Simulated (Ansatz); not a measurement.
# AlHF (quartet): wave-function methods side by side, cc-pVTZ

One table from this session's results is given with a row withheld; the runs are named, their logs left out.

The runs use Ansatz 0.2.0, Gaussian basis; cc-pVTZ, core rule «outside noble gas», up to 6 orbitals frozen.

The runs, in order: UHF; CCSD(T) on ROHF; CCSD(T) on UHF; BCCD(T) on ROHF; CCSDT(Q) on ROHF; CCSDT(Q) on UHF.

12 further runs of the same task are left out: 8 for a known fault of the program, 4 set aside as unsound or not needed.

## The geometry

The geometry is a PBE0/def2-TZVP stationary point (not a proven minimum) of the parent state, kept for this charge and spin.

3 atoms, charge 0, spin multiplicity 4.

Atoms are counted from 1 here; the program's logs count them from 0.

Bond lengths: Al1–F2 1.656 Å, Al1–H3 1.607 Å. Angles: F2–Al1–H3 115.4°.

The first run:

in.yaml reads:

```yaml
crystal:
  periodic: [false, false, false]
  atoms:
    - {symbol: Al, position_ang: [0.000000, -0.115297, 0.645226]}
    - {symbol: F, position_ang: [0.000000, 0.098231, -0.996846]}
    - {symbol: H, position_ang: [0.000000, 1.234843, 1.517246]}
basis:
  gaussian: {orbitals: cc-pVTZ}
magnetization: {spin_polarized: true, initial_magnetization: 3}
hamiltonian: {xc: hf}
output: {orbitals: {seedname: orbitals}}
```

Launch:

```sh
ansatz run in.yaml --threads 1 --pin off --events-out ev --progress --plain --max-ram 4096MiB --backend cpu
```

Among the steps run: UHF; CCSD(T) on ROHF; CCSD(T) on UHF; BCCD(T) on ROHF; CCSDT(Q) on ROHF; CCSDT(Q) on UHF.

One of the session's tables, all rows but one given; the rest of the session is left out.

| method | from UCCSDT(Q) (kcal/mol) |
| --- | --- |
| ROHF | +189.95 |
| UHF | +189.71 |
| RMP2 | +8.44 |
| UMP2 | +8.32 |
| RCCSD | +6.11 |
| UCCSD | +6.07 |
| RCCSD(T) | +0.51 |
| UCCSD(T) | ? |
| BCCD(T) | +0.45 |
| RCCSDT | +0.26 |
| UCCSDT | +0.22 |
| RCCSDT(Q) | +0.15 |
| UCCSDT(Q) | 0 |

Q: Estimate the row for UCCSD(T) from the others.

As computed: from UCCSDT(Q) (kcal/mol): +0.47. In the column «from UCCSDT(Q) (kcal/mol)» it lies between BCCD(T) (+0.45) and RCCSD(T) (+0.51).

Limits of these values: Restricted and unrestricted rows rest on different reference determinants; where their highest levels disagree by more than a few hundredths of an eV, they describe different states and don't form one ladder.
